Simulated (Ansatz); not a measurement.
# AlNSi: the cost of one run

Method: cc-pVTZ, core rule «outside noble gas», up to 11 orbitals frozen; program: Ansatz 0.2.0, Gaussian basis.

To be run: UHF; CCSD(T) on ROHF; CCSD(T) on UHF; BCCD(T) on ROHF; CCSDT(Q) on ROHF; CCSDT(Q) on UHF; CASSCF and NEVPT2, 11 electrons in 12 orbitals.

10 further runs of the same task are left out: 4 for a known fault of the program, 6 set aside as unsound or not needed.

### 1 The system

The geometry is a PBE0/def2-TZVP stationary point (not a proven minimum) of the parent state, kept for this charge and spin.

3 atoms, charge 1, spin multiplicity 2.

Atoms are counted from 1 here; the program's logs count them from 0.

Bond lengths: Al1–Si2 2.464 Å, Si2–N3 1.576 Å. Angles: Al1–Si2–N3 180.0°.

### 2 UHF

File in.yaml:

```yaml
crystal:
  periodic: [false, false, false]
  atoms:
    - {symbol: Al, position_ang: [0.000000, 0.000000, 2.168200]}
    - {symbol: Si, position_ang: [0.000000, 0.000000, -0.296000]}
    - {symbol: N, position_ang: [0.000000, 0.000000, -1.872200]}
basis:
  gaussian: {orbitals: cc-pVTZ}
total_charge: 1
magnetization: {spin_polarized: true, initial_magnetization: 1}
hamiltonian: {xc: hf}
output: {orbitals: {seedname: orbitals}}
```

Run with:

```bash
ansatz run in.yaml --threads 1 --pin off --events-out ev --progress --plain --max-ram 2816MiB --backend cpu
```

**Question.** How long does this run take on 1 thread of AMD EPYC 7R13, shared host, and how much memory does it need?

About 17 s, with a peak of 0.29 GiB.
